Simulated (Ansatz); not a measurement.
A first, cheap relaxation of CH$_{5}$BN (`B[N]C`) radical.

```yaml
crystal:
  periodic: [false, false, false]
  atoms:
    - {symbol: B, position_ang: [-0.322900, 0.964900, -0.846600]}
    - {symbol: N, position_ang: [0.822700, 0.280300, -0.249800]}
    - {symbol: C, position_ang: [0.329300, -0.771400, 0.631800]}
    - {symbol: H, position_ang: [-1.061500, 0.437200, -1.549600]}
    - {symbol: H, position_ang: [-0.512900, 2.159900, -0.689600]}
    - {symbol: H, position_ang: [-0.239400, -0.332900, 1.478900]}
    - {symbol: H, position_ang: [1.270800, -1.281800, 1.087500]}
    - {symbol: H, position_ang: [-0.194000, -1.513400, 0.081700]}
basis:
  gaussian: {orbitals: def2-SVP}
magnetization: {spin_polarized: true, initial_magnetization: 1}
hamiltonian: {xc: pbe, dispersion: d4}
relax: {f_tol: 0.03, max_steps: 200}
```

```sh
$ ansatz run in.yaml --threads 2 --pin off --events-out ev --progress --plain
```

It prints (some lines left out):

```
Functional definition: PBE
mean field -3275.52337611 eV, -120.3732638424 hartree, gradient 2.8e-5 eV, S^2 0.754076; 0 other end points of the search recorded, 0 dependent functions left out
relax step   1: F+E_penalty+E_count = -3275.61738469 eV  Δ(F+E_penalty+E_count) = +0.000e0 eV  max|allowed force component| = 3.831e0 eV/Å  Δτ_max = 0.0000 Å  (29 SCF iters, accepted)
mean field -3275.94787976 eV, -120.3888640640 hartree, gradient 1.9e-5 eV, S^2 0.754769; 0 other end points of the search recorded, 0 dependent functions left out
relax step   2: F+E_penalty+E_count = -3276.04087277 eV  Δ(F+E_penalty+E_count) = -4.235e-1 eV  max|allowed force component| = 2.101e0 eV/Å  Δτ_max = 0.0998 Å  (32 SCF iters, accepted)
mean field -3276.16423756 eV, -120.3968150664 hartree, gradient 2.2e-5 eV, S^2 0.755437; 0 other end points of the search recorded, 0 dependent functions left out
relax step   3: F+E_penalty+E_count = -3276.25588857 eV  Δ(F+E_penalty+E_count) = -2.150e-1 eV  max|allowed force component| = 1.740e0 eV/Å  Δτ_max = 0.1943 Å  (37 SCF iters, accepted)
mean field -3276.38218766 eV, -120.4048245848 hartree, gradient 1.7e-5 eV, S^2 0.755659; 0 other end points of the search recorded, 0 dependent functions left out
relax step   4: F+E_penalty+E_count = -3276.47244197 eV  Δ(F+E_penalty+E_count) = -2.166e-1 eV  max|allowed force component| = 1.000e0 eV/Å  Δτ_max = 0.2000 Å  (36 SCF iters, accepted)
mean field -3276.48887623 eV, -120.4087453176 hartree, gradient 1.2e-5 eV, S^2 0.755533; 0 other end points of the search recorded, 0 dependent functions left out
relax step   5: F+E_penalty+E_count = -3276.57874179 eV  Δ(F+E_penalty+E_count) = -1.063e-1 eV  max|allowed force component| = 2.396e-1 eV/Å  Δτ_max = 0.1946 Å  (36 SCF iters, accepted)
mean field -3276.50757113 eV, -120.4094323425 hartree, gradient 2.3e-5 eV, S^2 0.755502; 0 other end points of the search recorded, 0 dependent functions left out
relax step   6: F+E_penalty+E_count = -3276.59705188 eV  Δ(F+E_penalty+E_count) = -1.831e-2 eV  max|allowed force component| = 3.456e-1 eV/Å  Δτ_max = 0.1930 Å  (34 SCF iters, accepted)
mean field -3276.51288600 eV, -120.4096276605 hartree, gradient 1.8e-5 eV, S^2 0.755565; 0 other end points of the search recorded, 0 dependent functions left out
relax step   7: F+E_penalty+E_count = -3276.60230409 eV  Δ(F+E_penalty+E_count) = -5.252e-3 eV  max|allowed force component| = 1.345e-1 eV/Å  Δτ_max = 0.0477 Å  (31 SCF iters, accepted)
mean field -3276.51363932 eV, -120.4096553442 hartree, gradient 2.1e-5 eV, S^2 0.755565; 0 other end points of the search recorded, 0 dependent functions left out
relax step   8: F+E_penalty+E_count = -3276.60304236 eV  Δ(F+E_penalty+E_count) = -7.383e-4 eV  max|allowed force component| = 3.225e-2 eV/Å  Δτ_max = 0.0175 Å  (31 SCF iters, accepted)
mean field -3276.51374746 eV, -120.4096593184 hartree, gradient 1.6e-5 eV, S^2 0.755566; 0 other end points of the search recorded, 0 dependent functions left out
relax step   9: F+E_penalty+E_count = -3276.60313625 eV  Δ(F+E_penalty+E_count) = -9.390e-5 eV  max|allowed force component| = 1.356e-2 eV/Å  Δτ_max = 0.0069 Å  (26 SCF iters, accepted)
mean field -3276.51374746 eV, -120.4096593184 hartree, gradient 1.8e-5 eV, S^2 0.755566; 1 other end points of the search recorded, 0 dependent functions left out
Total energy: -3276.60316886 eV, -120.4129454942 hartree
Atom 0 at    -0.384284     1.092714    -0.982839 Å, force     0.001514     0.007944     0.001073 eV/Å
Atom 1 at     0.013503     0.205944    -0.066814 Å, force     0.003490     0.002557     0.006192 eV/Å
Atom 2 at     0.341313    -0.844640     0.780419 Å, force    -0.000482     0.000756     0.002070 eV/Å
Atom 3 at    -1.016155     0.726157    -1.977833 Å, force    -0.002479    -0.001932    -0.002011 eV/Å
Atom 4 at    -0.137613     2.293343    -0.869105 Å, force     0.000557    -0.005321     0.000708 eV/Å
Atom 5 at    -0.079648    -0.719304     1.805527 Å, force     0.000592     0.004945    -0.005679 eV/Å
Atom 6 at     1.440884    -1.006938     0.865162 Å, force    -0.000299     0.004612    -0.000637 eV/Å
Atom 7 at    -0.085899    -1.804478     0.389783 Å, force    -0.002892    -0.013560    -0.001717 eV/Å
Dipole moment:     0.107427    -0.354663     0.284530 e Å
```

Hardware: 2 threads of a server CPU on a shared host. Wall time 10 s, peak host memory 0.16 GiB.
